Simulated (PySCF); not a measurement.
Molecule: `CN(C)C`, C$_{3}$H$_{9}$N.

Cartesian coordinates in Å; atom numbers follow the order of the lines, from 1:
```xyz
13

C     0.2572    1.2711    0.5635
N    -0.1271   -0.1132    0.4933
C     0.9756   -0.9757    0.1632
C    -1.2674   -0.3262   -0.3572
H     0.6073    1.6840   -0.4120
H     1.0731    1.4025    1.2915
H    -0.5935    1.8849    0.8988
H     1.3923   -0.7924   -0.8553
H     0.6599   -2.0299    0.2077
H     1.7941   -0.8400    0.8873
H    -1.0767   -0.0701   -1.4262
H    -1.5787   -1.3817   -0.3179
H    -2.1161    0.2868   -0.0153
```

Spin–spin couplings on one PBE0-D3(BJ)/def2-SVP geometry, PySCF 2.14, gas phase, non-relativistic, equivalent pairs averaged (spin–dipole term only in couplings to heteroatoms); isotopes ¹³C, ¹H; basis pcJ-1.

Reference values (Hz): ¹J(C1,H5) = 131.5 (measured; gas; Jackowski, Int. J. Mol. Sci. 2003, 4, 135).

Question: How do the couplings (Hz) change with the functional? Times are CPU seconds on shared hosts with different chips, so compare them loosely.

Answer: 
```tsv
functional	functions	¹J(C1,H5)	abs. error	core-s
HF	198	166.8	35.3	12
LDA	198	104.1	27.4	14
PBE	198	125.3	6.2	18
KT2	198	132.0	0.5	18
B3LYP	198	137.6	6.1	36
PBE0	198	129.6	1.9	17
B97-2	198	124.2	7.3	17
BHandHLYP	198	148.1	16.6	19
CAM-B3LYP	198	135.0	3.5	24
```

Errors compare magnitudes, without vibrational corrections. Closest: KT2; furthest: HF.
